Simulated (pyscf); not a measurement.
C₆H₆ (SMILES c1ccccc1) + SiH₂ (SMILES [SiH2]) [singlet] → C₆H₈Si (SMILES C1=CC2C=CC1[SiH2]2), gas phase, singlet surface. Optimised with ωB97X-D3(BJ)/def2-SVP in PySCF. ΔG in kcal/mol from ωB97M-D3(BJ)/def2-TZVP energies (ideal gas, 1 atm, RRHO with modes under 100 cm⁻¹ raised to 100, one conformer, R ln 2 for chiral ones without a mode under 150 cm⁻¹).

```
T (K)     ΔG
-----  -----
298     -8.5
600        ?
900    +14.6
1200   +25.5
```

Task: Fit a line to the three values, predict ΔG at 600 K, and estimate where the reaction turns unfavourable at 1 atm of each gas.

Result: Least squares gives ΔG = -19.7 + 37.8 × T/1000 K, so ΔS is about -158 J/(mol K) and ΔH about -19.7 kcal/mol over this range (ΔH at 298 K: -20.4). At 600 K the line gives +3.0; the computed value is +3.3. ΔG = 0 falls near 520 K; 1 kcal/mol in the energy moves that by 26 K. This is thermodynamics alone and says nothing of the barrier.
